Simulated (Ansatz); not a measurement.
in.yaml

```yaml
crystal:
  periodic: [false, false, false]
  atoms:
    - {symbol: Al, position_ang: [-1.155147, 0.022483, 0.000000]}
    - {symbol: H, position_ang: [-1.948070, 1.395868, 0.000000]}
    - {symbol: H, position_ang: [-1.948071, -1.350901, 0.000000]}
    - {symbol: H, position_ang: [0.989853, 0.022483, 0.000000]}
    - {symbol: N, position_ang: [2.252853, 0.022483, 0.000000]}
    - {symbol: H, position_ang: [2.521935, -0.981743, 0.000000]}
basis:
  gaussian: {orbitals: cc-pVDZ}
magnetization: {spin_polarized: true, initial_magnetization: 2}
hamiltonian: {xc: {name: SPW92}}
```

```sh
$ ansatz run in.yaml --threads 1 --pin off --events-out ev --progress --plain --max-ram 2393MiB
```

Task: Roughly how long does this take on 1 thread of Arm Neoverse V1, shared host, and how much host memory?

Result: 1.4 s wall and 0.18 GiB.

```
683 factors; their error is unknown
mean field evaluation 1: about -8100.9749 eV, gradient 2.7e1 eV
mean field evaluation 2: about -8057.0449 eV, gradient 7.2e1 eV
mean field evaluation 4: about -8104.5470 eV, gradient 4.7e0 eV
mean field evaluation 8: about -8104.7990 eV, gradient 1.7e-1 eV
mean field evaluation 16: about -8104.7679 eV, gradient 6.4e-4 eV
mean field evaluation 32: about -8104.7679 eV, gradient 1.8e-5 eV
mean field -8104.76789630 eV, -297.8447265800 hartree, gradient 1.8e-5 eV, S^2 2.004498; 3 other end points of the search recorded, 0 dependent functions left out
reference -8104.76793406 eV, -297.8447279677 hartree; 13, 11 occupied and 39, 41 virtual orbitals, 683 factors
Total energy: -8104.76793406 eV, -297.8447279677 hartree
```
